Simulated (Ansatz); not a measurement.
A run of Ansatz (development build ahead of 0.2.0) on singlet C2H6 at this shape:

```xyz
8

C    -0.0001    0.0001    0.7655
C     0.0001    0.0000   -0.7656
H     1.0185    0.0000    1.1615
H    -0.5092    0.8820    1.1615
H    -0.5093   -0.8820    1.1615
H     0.5093    0.8821   -1.1615
H    -1.0186    0.0000   -1.1615
H     0.5092   -0.8822   -1.1616
```

Its results:

```yaml
Converged: yes
Total_energy: -78.30586 hartree
Spin_squared_of_the_determinant: 0.000
```

Q: Which input gives this output? Name the method, the orbitals and the basis set, and write the input.

A: RHF in STO-3G. An unrestricted run that stays on the closed shell gives the same numbers.

```yaml
crystal:
  periodic: [false, false, false]
  atoms:
    - { symbol: C, position_ang: [-0.00014, 0.0001, 0.76551] }
    - { symbol: C, position_ang: [0.0001, 4.0e-05, -0.76564] }
    - { symbol: H, position_ang: [1.01847, 2.0e-05, 1.16151] }
    - { symbol: H, position_ang: [-0.50923, 0.88203, 1.1615] }
    - { symbol: H, position_ang: [-0.50927, -0.88197, 1.16148] }
    - { symbol: H, position_ang: [0.50931, 0.88211, -1.16152] }
    - { symbol: H, position_ang: [-1.01857, -4.0e-05, -1.16153] }
    - { symbol: H, position_ang: [0.50916, -0.88216, -1.16163] }
basis:
  gaussian: { orbitals: STO-3G }
hamiltonian:
  xc: hf
```
